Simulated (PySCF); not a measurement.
# UMP2/6-31G(d,p) (Cartesian functions) run of AlNH3S (SMILES [NH2][Al][SH])

We compute a geometry optimisation of AlNH3S. The job is set up through a Python script.

The results are computed with PySCF 2.14.0.

6 further runs of the same task are left out: 4 that didn't finish, 2 set aside as unsound or not needed.

## (1) The molecule

The species is AlNH3S (6 atoms), meant as a doublet with charge 0. As SMILES, `[NH2][Al][SH]`. Geometry: relaxed at PBE0-D4/def2-TZVP. This is one conformer, not always the lowest. The run starts from this shape.

Bond lengths: N1–Al2 1.770 Å, Al2–S3 2.208 Å, N1–H4 1.009 Å, N1–H5 1.007 Å, S3–H6 1.343 Å. Angles: N1–Al2–S3 115.8°, Al2–N1–H4 125.1°, Al2–N1–H5 124.5°, Al2–S3–H6 93.4°, H4–N1–H5 110.4°.

## (2) A structure relaxation at UMP2/6-31G(d,p) (Cartesian functions)

The input, job.py:

```python
from pyscf import gto, scf, mp
from pyscf.geomopt.geometric_solver import kernel as optimise

mol = gto.M(
    atom='''
N     -0.909500     0.196700    -0.977100
Al     0.142900    -0.793800     0.045400
S      1.372100     0.308200     1.511800
H     -0.980700     1.201900    -0.933300
H     -1.523300    -0.168400    -1.686700
H      1.940700    -0.808600     1.993700
''',
    cart=True,
    spin=1,
    basis='6-31g**',
    verbose=3,
    charge=0,
    max_memory=1860,
)

calc0 = scf.UHF(mol)
calc0.max_cycle = 100
calc0.kernel()
if not calc0.converged:
    calc0 = calc0.newton().run(calc0.mo_coeff, calc0.mo_occ)
pt = mp.MP2(calc0).run()
converged, mol_eq = optimise(pt, maxsteps=100, convergence_set='NWCHEM_LOOSE', coordsys='cart')
print('converged:', converged)
print(mol_eq.tostring())

calc0.reset(mol_eq)
mol = mol_eq
calc0.kernel()
if not calc0.converged:
    calc0 = calc0.newton().run(calc0.mo_coeff, calc0.mo_occ)
pt = mp.MP2(calc0).run()
e_tot = pt.e_tot
print(f'total energy: {e_tot:.8f} hartree')
calc0.analyze()
```

On the command line:

```console
$ OMP_NUM_THREADS=1 python job.py
```

**Question.** What will come out? Wanted: total energy at the end; dipole moment; HOMO energy; LUMO energy; correlation energy; ⟨S²⟩ of the reference determinant.

Answer, from the run:

At UMP2/6-31G** (Cartesian functions):

| quantity | value |
| --- | --- |
| total energy at the end | -696.03815 Eh |
| dipole moment (Hartree–Fock density) | 2.23 D |
| HOMO energy (Hartree–Fock orbitals) (highest over α and β) | -8.41 eV |
| LUMO energy (Hartree–Fock orbitals) (lowest over α and β) | 0.85 eV |
| correlation energy | -367.1 mEh |
| ⟨S²⟩ of the reference determinant | 0.754 |

At the final geometry: Bond lengths: N1–Al2 1.783 Å, Al2–S3 2.200 Å, N1–H4 1.009 Å, N1–H5 1.007 Å, S3–H6 1.331 Å. Angles: N1–Al2–S3 116.1°, Al2–N1–H4 125.0°, Al2–N1–H5 124.5°, Al2–S3–H6 94.2°, H4–N1–H5 110.5°. The optimisation took 8 steps and changed the energy by -0.005 eV.
